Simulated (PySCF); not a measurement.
J couplings in 3-methyl-1-butanol

Bonds (- single, = double, # triple, : aromatic): C1-C2, C2-C3, C2-C4, C4-C5, C5-O6. C1 carries H7, H8, H9; C2 carries H10; C3 carries H11, H12, H13; C4 carries H14, H15; C5 carries H16, H17; O6 carries H18.

Couplings: B3LYP/pcJ-1 (without the spin–dipole term) in PySCF 2.14.0 with density-fitted response routines, geometry GFN2-xTB; gas phase, one conformer, non-relativistic. Couplings are averaged over pairs made equivalent by symmetry, fast rotation or ring inversion, so a value needn't be that of the named pair in this geometry, while other rotamers aren't included; one pair stands for each set, and the list holds a selection of those of at least 1.5 Hz over up to four bonds, among pairs with at least one C or H atom (others weren't computed).

Isotopes: 13C, 1H, 17O. Couplings to quadrupolar nuclei such as 17O and 33S are rarely resolved in practice.

```csv
pair,bonds,J (Hz)
"C1, C2",1,34.2
"C1, H7",1,?
"C2, C4",1,33.5
"C2, H10",1,?
"C4, C5",1,35.1
"C4, H14",1,132.3
"C5, O6",1,20.1
"C5, H16",1,145.6
"O6, H18",1,?
"C1, H10",2,-2.4
"C2, H7",2,-3.5
"C2, H14",2,-3.7
"C4, H10",2,-2.5
"C5, H14",2,-5.1
"C5, H18",2,-2.6
"O6, H16",2,?
"H14, H15",2,-12.3
"H16, H17",2,-10.6
"C1, C5",3,?
"C1, H14",3,?
"C4, H7",3,?
"C5, H10",3,3.3
"H7, H10",3,6.9
"H14, H16",3,12.6
"H14, H17",3,4.8
"H16, H18",3,?
```

Estimate the withheld couplings, with signs.

Results:


- 1J(C1,H7) = 131.2 Hz (bond length 1.087 Å, sp3 carbon)
- 1J(C2,H10) = 132.5 Hz (bond length 1.097 Å, sp3 carbon)
- 1J(O6,H18) = -70.4 Hz (bond length 0.964 Å)
- 2J(O6,H16) = -8.8 Hz (mean over equivalent pairs that range from -14.6 to -3.0 Hz in this conformer)
- 3J(C1,C5) = 3.5 Hz (mean over equivalent pairs that range from 1.5 to 5.4 Hz in this conformer)
- 3J(C1,H14) = 4.4 Hz (mean over equivalent pairs that range from 2.1 to 8.4 Hz in this conformer)
- 3J(C4,H7) = 4.9 Hz (mean over equivalent pairs that range from 0.9 to 10.2 Hz in this conformer)
- 3J(H16,H18) = 8.9 Hz (mean over equivalent pairs that range from 1.0 to 16.8 Hz in this conformer)
